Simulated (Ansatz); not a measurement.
`NBF` + H–F → `FBF` + NH₃ at 700 K and 1 bar (ligand exchange at a B–N bond).

Program: Ansatz. Geometries: PBE0-D4/def2-TZVP. ΔE: electronic, gas phase. CBS: def2 TZ/QZ extrapolation, frozen cores. One conformer a species, not always the lowest.

```tsv
species	CCSD(T)/CBS energy (Eh)	H − E (kJ/mol)	S (J/(mol·K))
`NBF`	-181.19261	153.7	318.4
H–F	-100.39431	45.2	198.5
`FBF`	-225.09114	79.5	289.3
NH₃	-56.50568	116.9	226.5
```

H − E and S are ideal-gas, rigid-rotor, harmonic terms from PBE0-D4/def2-TZVP, for one conformer and one mirror image of each species. 1 Eh = 2625.50 kJ/mol, R = 8.31446 J/(mol·K).

Question: By hand: ΔE, ΔH, ΔS and ΔG.

Answer: ΔE = (-225.09114) + (-56.50568) − (-181.19261) − (-100.39431) = -0.00990 Eh = -26.0 kJ/mol. Δ(H − E) = 79.5 + 116.9 − 153.7 − 45.2 = -2.5, so ΔH = -28.5 kJ/mol. ΔS = 289.3 + 226.5 − 318.4 − 198.5 = -1.1 J/(mol·K). ΔG = -28.5 − 700 × (-1.1)/1000 = -27.7 kJ/mol.

Question: By hand: the equilibrium constant, and the temperature at which ΔG would vanish if ΔH and ΔS stayed fixed.

Answer: log₁₀ K = −ΔG/(RT ln 10) = 2.1. ΔG = 0 at ΔH/ΔS = 25909 K, far beyond where these terms or the molecules hold.

The number of gas molecules stays the same, so ΔS is small and ΔH decides. A doubt of 5 kJ/mol in ΔE shifts log₁₀ K by 0.4 here. Other conformers and mirror images would add mixing entropy, several J/(mol·K) or more a flexible species. These are equilibria of isolated gas molecules and say nothing of rates. Largest T1 diagnostic: 0.013 (customary marks: 0.02 for closed shells, 0.045 for open ones).
